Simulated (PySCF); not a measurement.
Rock-salt MgO: correlation energy from several methods in one and the same small orbital space (PySCF; 2 atoms at the zone centre, 8 electrons in 55 orbitals, empty ones MP2 natural orbitals of a TZ basis, lattice constant set to 4.08079 Å). Its volume lies 9 % below that of the crystal's usual cell. It tests the methods against each other and lies far from the crystal's limit.

CCSDT(Q) gives -3.4395 eV per atom.

Task: What share of it do MP2, CCSD, CCSD(T), CCSDT recover?

Result: MP2 87.9 %; CCSD 97.4 %; CCSD(T) 99.6 %; CCSDT 99.8 %.

| method | E_corr (eV per atom) | share of CCSDT(Q) (%) | difference (meV) |
|---|---|---|---|
| MP2 | -3.0237 | 87.9 | 416 |
| CCSD | -3.3490 | 97.4 | 90 |
| CCSD(T) | -3.4252 | 99.6 | 14 |
| CCSDT | -3.4343 | 99.8 | 5 |
| CCSDT(Q) | -3.4395 | 100.0 | 0 |

MP2, (T) and (Q) use filled levels shifted down by the Madelung term, which in so small a cell is a large part of the gap, so these rows hang on it.

CCSDT(Q) is the highest level reached here, not an exact value.
